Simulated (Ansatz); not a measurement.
A calculation with Ansatz (development build ahead of 0.2.0).

```yaml
crystal:
  periodic: [false, false, false]
  atoms:
    - { symbol: C, position_ang: [0.0, 0.0, -0.82033] }
    - { symbol: C, position_ang: [0.0, 0.0, 0.82033] }
    - { symbol: H, position_ang: [0.0, -1.10588, -1.25832] }
    - { symbol: H, position_ang: [-0.95772, 0.55294, -1.25832] }
    - { symbol: H, position_ang: [0.95772, 0.55294, -1.25832] }
    - { symbol: H, position_ang: [0.0, 1.10588, 1.25832] }
    - { symbol: H, position_ang: [-0.95772, -0.55294, 1.25832] }
    - { symbol: H, position_ang: [0.95772, -0.55294, 1.25832] }
basis:
  gaussian: { orbitals: cc-pVDZ }
hamiltonian:
  xc: hf
correlation:
  method: mp2
  frozen_orbitals: { C: 1, H: 0 }
```

The input is written out in the form of the current development build from the run's settings.

The run gave:

```json
{"Converged": "yes", "Reference energy": "-79.19584 hartree", "Correlation energy": "-0.31080 hartree", "Total energy": "-79.50664 hartree", "Spin squared of the determinant": "0.000"}
```

Caution: no unrestricted run beside it, a lower state can exist.
